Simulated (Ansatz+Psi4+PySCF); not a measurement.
The numbers below are computed, except where a source is named.
Input for Psi4 1.11:

```
molecule {
0 1
Cl 0.000000 0.000000 0.071110
H 0.000000 0.000000 -2.488850
}

basis {
assign Cl cc-pV(T+d)Z
assign H cc-pVTZ
}
set reference uhf
set scf_type pk
set mp2_type conv
set cc_type conv
set num_frozen_docc 5
energy('mp2')
```

The input is written out from the run's settings.

Results

```json
{
  "Converged": "yes",
  "Reference energy": "-459.89893 hartree",
  "Correlation energy": "-0.23321 hartree",
  "Total energy": "-460.13214 hartree",
  "Spin squared of the determinant": "0.000",
  "Occupied orbitals by symmetry in an Abelian subgroup (alpha; beta)": "5 A1 2 B1 2 B2; 5 A1 2 B1 2 B2"
}
```

This is not the lowest solution: another run reaches a determinant 2.43 eV lower. Caution: bonds are stretched, where a single reference can fail.
